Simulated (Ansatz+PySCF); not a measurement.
doublet PH₂: levels of theory in one basis

```xyz
3

P     0.0000    0.0000   -0.1388
H     1.0561    0.0000    0.8790
H    -1.0561    0.0000    0.8790
```

Basis set: cc-pVTZ on H; cc-pV(T+d)Z on P (spherical functions). Frozen core: 5 orbitals. Correlation on ROHF uses semicanonical orbitals with singles. Charge 0, multiplicity 2.

Computed with Ansatz (development build ahead of 0.2.0) and PySCF 2.14.0; each method stands on the lowest determinant of its kind that the runs found.

```csv
method,E − E(ROHF) (eV),<S²> of the determinant
ROHF,0.00,0.75
UHF,-0.15,0.77
ROHF-MP2,-3.92,–
UHF-MP2,-3.89,0.77
UHF-CCSD,-4.64,0.77
```

What does ROHF-CCSD(T) give on the same scale?

-4.79 eV.
